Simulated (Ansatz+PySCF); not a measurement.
Results of a calculation; reference values are marked as such.
Several solutions for singlet CH3BO

```yaml
atoms:
  - { symbol: B, position_ang: [0.0000, 0.0000, -1.3364] }
  - { symbol: C, position_ang: [0.0000, 0.0000, 0.1827] }
  - { symbol: O, position_ang: [0.0000, 0.0000, 1.3146] }
  - { symbol: H, position_ang: [0.0000, -1.1811, -1.6437] }
  - { symbol: H, position_ang: [-1.0229, 0.5906, -1.6437] }
  - { symbol: H, position_ang: [1.0229, 0.5906, -1.6437] }
```

Basis set: def2-SVP (spherical functions). Charge 0, multiplicity 1.

CASSCF(2,2) was run from several starts with Ansatz (development build ahead of 0.2.0) and PySCF 2.14.0. The starts are those of the Hartree–Fock orbitals from which the active space was taken at the frontier.

```json
{"run": "A", "program": "PySCF", "start": "program defaults", "converged": "yes", "energy (hartree)": "-139.05247", "<S²>": "0.00"}
{"run": "B", "program": "Ansatz", "start": "stability test followed", "converged": "yes", "energy (hartree)": "-139.04175", "<S²>": "0.00"}
{"run": "C", "program": "Ansatz", "start": "atomic start, no search", "converged": "yes", "energy (hartree)": "-139.04175", "<S²>": "0.00"}
{"run": "D", "program": "Ansatz", "start": "search for the lowest state", "converged": "yes", "energy (hartree)": "-139.05247", "<S²>": "0.00"}
```

Q: Which runs reached the lowest solution of this kind, and what is wrong with the others?

A: A, D reached the lowest solution found. Converged but too high: B by 0.29 eV, C by 0.29 eV. Convergence only shows a stationary point; in CASSCF the end hangs on which orbitals enter the active space. Caution: other starts end on other solutions of this active space.
